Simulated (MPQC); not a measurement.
**CH5Al (AlH2Me): PBE0/MINI (Huzinaga)**

What is the energy change on altering one bond length of CH5Al (AlH2Me) at PBE0/MINI (Huzinaga)? 

Program for the calculation: MPQC 2.3.1.

6 further runs of the same task are left out: 2 that didn't finish, 4 set aside as unsound or not needed.

**1. Starting point**

The species is CH5Al (7 atoms), meant as a singlet with charge 0. As SMILES, `[H][Al]([H])[CH3]`. Geometry: a GFN2-xTB relaxation, a rough one for these elements and not checked as a minimum.

Bond lengths: Al1–C4 1.985 Å, Al1–H2 1.551 Å, Al1–H3 1.551 Å, C4–H5 1.097 Å, C4–H6 1.098 Å, C4–H7 1.098 Å. Angles: Al1–C4–H5 113.2°, Al1–C4–H6 112.2°, Al1–C4–H7 112.2°, H2–Al1–C4 123.8°, H3–Al1–C4 123.7°, H5–C4–H6 106.1°, H5–C4–H7 105.9°, H6–C4–H7 106.7°, H2–Al1–H3 112.5°.

**2. Energy and gradient at PBE0/MINI (Huzinaga)**

Input file input.in:

```
molecule<Molecule>: (
   symmetry = auto
   unit = angstrom
   { atoms geometry } = {
      Al [ 0.532240     0.925980    -0.002840 ]
      H  [ 2.079610     1.030730     0.039470 ]
      H  [ -0.157080     2.315610    -0.032820 ]
      C  [ -0.456800    -0.794540    -0.002750 ]
      H  [ -0.578610    -1.223840    -1.005100 ]
      H  [ -1.469240    -0.690290     0.408830 ]
      H  [ 0.049890    -1.563640     0.595200 ]
   }
)
basis<GaussianBasisSet>: (
   name = "MINI (Huzinaga)"
   molecule = $:molecule
   puream = no
)
mpqc: (
   checkpoint = no
   savestate = no
   restart = no
   do_energy = yes
   do_gradient = yes
   optimize = no
   mole<CLKS>: (
      molecule = $:molecule
      basis = $:basis
      total_charge = 0
      memory = 1000000000
      print_evals = yes
      print_npa = yes
      maxiter = 80
      functional<SumDenFunctional>: (
         a0 = 0.25
         coefs = [ 0.75 1 ]
         funcs: [ <PBEXFunctional>: () <PBECFunctional>: () ]
      )
      integrator<RadialAngularIntegrator>: ( grid = medium )
      guess_wavefunction<CLHF>: (
         molecule = $:molecule
         total_charge = 0
         memory = 1000000000
         value_accuracy = 1e-3
         basis<GaussianBasisSet>: (
            name = "STO-3G"
            molecule = $:molecule
         )
      )
   )
)
```

On the command line:

```
$ mpqc input.in > input.out
```

Log:

```text
MPQC: Massively Parallel Quantum Chemistry
[...]
  Integrated electron density error = 0.000267980556
  iter     1 energy = -281.5905090055 delta = 4.34460e-01
  Integrated electron density error = -0.000012675944
  iter     2 energy = -281.6234520421 delta = 5.60691e-02
[...]
  Integrated electron density error = 0.000028044562
  iter     7 energy = -281.6254876957 delta = 4.27947e-06
  Integrated electron density error = 0.000028044611
  iter     8 energy = -281.6254876957 delta = 1.30196e-07
  Integrated electron density error = 0.000028044611
  iter     9 energy = -281.6254876957 delta = 1.60609e-08
[...]
  LUMO is    13   A =  -0.099793
  total scf energy = -281.6254876957
[...]
  Integrated electron density error = 0.000028039086
  Total Gradient:
[...]
Value of the MolecularEnergy: -281.6254876957
  Gradient of the MolecularEnergy:
      1    0.0213839759
      2    0.0372652023
      3    0.0006518246
      4   -0.0405384584
      5    0.0017192634
      6   -0.0010465370
      7    0.0218734041
      8   -0.0341573317
      9    0.0009654294
     10   -0.0342531606
     11   -0.0612463098
     12   -0.0039542870
[...]
        symmetry = c1
[...]
```

It took 6.3 s on 1 thread of Intel Xeon at 2.50GHz (Skylake/Cascade Lake), shared host; peak memory 0.28 GiB.

**3. The distorted shape**

Input file run.in:

```
% emacs should use -*- KeyVal -*- mode
molecule<Molecule>: (
   symmetry = auto
   unit = angstrom
   { atoms geometry } = {
      Al [ 0.566720       0.856470      -0.001340 ]
      H  [ 2.114090       0.961220       0.040970 ]
      H  [ -0.157080       2.315610      -0.032820 ]
      C  [ -0.422320      -0.864050      -0.001250 ]
      H  [ -0.544130      -1.293350      -1.003600 ]
      H  [ -1.434760      -0.759800       0.410330 ]
      H  [ 0.084370      -1.633150       0.596700 ]
   }
)
basis<GaussianBasisSet>: (
   name = "MINI (Huzinaga)"
   molecule = $:molecule
   puream = no
)
mpqc: (
   checkpoint = no
   savestate = no
   restart = no
   do_energy = yes
   do_gradient = yes
   optimize = no
   mole<CLKS>: (
      molecule = $:molecule
      basis = $:basis
      total_charge = 0
      memory = 1000000000
      print_evals = yes
      print_npa = yes
      maxiter = 80
      functional<SumDenFunctional>: (
         a0 = 0.25
         coefs = [ 0.75 1 ]
         funcs: [ <PBEXFunctional>: () <PBECFunctional>: () ]
      )
      integrator<RadialAngularIntegrator>: ( grid = medium )
      guess_wavefunction<CLHF>: (
         molecule = $:molecule
         total_charge = 0
         memory = 1000000000
         value_accuracy = 1e-3
         basis<GaussianBasisSet>: (
            name = "STO-3G"
            molecule = $:molecule
         )
      )
   )
)
```

On the command line:

```
$ mpqc -o run.out run.in
```

Log:

```text
MPQC: Massively Parallel Quantum Chemistry
[...]
  Integrated electron density error = 0.000115326232
  iter     1 energy = -281.5948992823 delta = 4.33690e-01
  Integrated electron density error = -0.000020602810
  iter     2 energy = -281.6274432726 delta = 5.56381e-02
[...]
  Integrated electron density error = 0.000028319155
  iter     8 energy = -281.6297161354 delta = 2.24534e-06
  Integrated electron density error = 0.000028319165
  iter     9 energy = -281.6297161354 delta = 1.37703e-07
  Integrated electron density error = 0.000028319164
  iter    10 energy = -281.6297161354 delta = 1.00753e-08
[...]
  LUMO is    13   A =  -0.099546
  total scf energy = -281.6297161354
[...]
  Integrated electron density error = 0.000028314056
  Total Gradient:
[...]
Value of the MolecularEnergy: -281.6297161354
  Gradient of the MolecularEnergy:
      1    0.0312645770
      2    0.0180236143
      3    0.0010805238
      4   -0.0403556730
      5    0.0014131323
      6   -0.0010405972
      7    0.0116909017
      8   -0.0144742534
      9    0.0005248351
     10   -0.0340190070
     11   -0.0613016950
     12   -0.0039187538
[...]
        symmetry = c1
[...]
```

It took 6.9 s on 1 thread of Intel Xeon at 2.50GHz (Skylake/Cascade Lake), shared host; peak memory 0.28 GiB.

**4. Summary of results**

At PBE0/MINI (Huzinaga):

| quantity | value |
| --- | --- |
| first shape: total energy | -281.62549 Eh |
| first shape: HOMO energy | -9.40 eV |
| first shape: LUMO energy | -2.72 eV |
| first shape: HOMO–LUMO gap | 6.69 eV |
| first shape: largest force on an atom | 3.614 eV/Å |
| distorted shape: total energy | -281.62972 Eh |
| distorted shape: HOMO energy | -9.30 eV |
| distorted shape: LUMO energy | -2.71 eV |
| distorted shape: HOMO–LUMO gap | 6.59 eV |
| distorted shape: largest force on an atom | 3.611 eV/Å |
| energy change with the Al1–H3 bond stretched from 1.551 to 1.629 Å | -0.115 eV |

With the Al1–H3 bond stretched from 1.551 to 1.629 Å the energy falls by 0.12 eV (11.1 kJ/mol). The first shape isn't relaxed at this level, so the change isn't measured from a minimum. The minimal basis adds a large error of its own. The largest force (first shape) is 3.61 eV/Å: the shape isn't a stationary point for this species at this level.
